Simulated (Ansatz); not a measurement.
**BH₄O (doublet): wave-function methods side by side at distance B1–H4 along a hydrogen transfer = 1.564 Å, cc-pVDZ**

One table from this session's results is given with a row withheld; the runs are named, their logs left out.

Method: cc-pVDZ, core rule «outside noble gas», up to 2 orbitals frozen; program: Ansatz 0.2.0, Gaussian basis.

To be run: UHF; CCSD(T) on ROHF; CCSD(T) on UHF; BCCD(T) on ROHF; CISD; CCSDT(Q) on ROHF; CCSDT(Q) on UHF; CASSCF and MRCISD+Q, 3 electrons in 3 orbitals; CASSCF and NEVPT2, 3 electrons in 3 orbitals.

11 further runs of the same task are left out: 4 for a mislabelled method, 6 that didn't finish, 1 set aside as unsound or not needed.

### The geometry

The geometry derives from fragments relaxed apart (PBE0/def2-TZVP) and kept rigid, so it is no stationary point. A hydrogen atom is moved between rigid fragments.

6 atoms, charge 0, spin multiplicity 2.

Atoms are counted from 1 here; the program's logs count them from 0.

Bond lengths: B1–H2 1.193 Å, B1–H3 1.193 Å, H4–O5 1.268 Å, O5–H6 0.973 Å. Angles: H2–B1–H3 120.0°, H4–O5–H6 105.0°.

The first run:

Input file in.yaml:

```yaml
crystal:
  periodic: [false, false, false]
  atoms:
    - {symbol: B, position_ang: [-1.581994, 0.030718, 0.000000]}
    - {symbol: H, position_ang: [-2.178727, 1.064290, 0.000000]}
    - {symbol: H, position_ang: [-2.178728, -1.002853, 0.000000]}
    - {symbol: H, position_ang: [-0.017994, 0.030718, 0.000000]}
    - {symbol: O, position_ang: [1.250006, 0.030718, 0.000000]}
    - {symbol: H, position_ang: [1.501865, -0.909232, 0.000000]}
basis:
  gaussian: {orbitals: cc-pVDZ}
magnetization: {spin_polarized: true, initial_magnetization: 1}
hamiltonian: {xc: hf}
output: {orbitals: {seedname: orbitals}}
```

The run is started by

```
ansatz run in.yaml --threads 1 --pin off --events-out ev --progress --plain --max-ram 2393MiB
```

Among the steps run: UHF; CCSD(T) on ROHF; CCSD(T) on UHF; BCCD(T) on ROHF; CISD; CCSDT(Q) on ROHF; CCSDT(Q) on UHF; CASSCF and MRCISD+Q, 3 electrons in 3 orbitals; CASSCF and NEVPT2, 3 electrons in 3 orbitals.

One table of the session follows, with a row left open; its other results are not shown here.

```
       method  from UCCSDT(Q) (kcal/mol)
         ROHF                    +208.22
          UHF                    +199.06
         RMP2                          ?
         UMP2                     +27.35
         CISD                     +21.65
        RCCSD                      +5.23
        UCCSD                      +4.85
     RCCSD(T)                      +0.99
     UCCSD(T)                      +1.03
      BCCD(T)                      +1.01
       RCCSDT                      +0.50
       UCCSDT                      +0.45
    RCCSDT(Q)                       0.00
    UCCSDT(Q)                          0
  CASSCF pair                    +186.01
  NEVPT2 pair                     +23.22
  MRCISD pair                     +17.70
MRCISD+Q pair                      +2.67
```

**Question.** Estimate the row for RMP2.

The run gave: from UCCSDT(Q) (kcal/mol): +22.07. In the column «from UCCSDT(Q) (kcal/mol)» it lies between CISD (+21.65) and NEVPT2 pair (+23.22).

To keep in mind: Restricted and unrestricted rows rest on different reference determinants; where their highest levels disagree by more than a few hundredths of an eV, they describe different states and don't form one ladder.
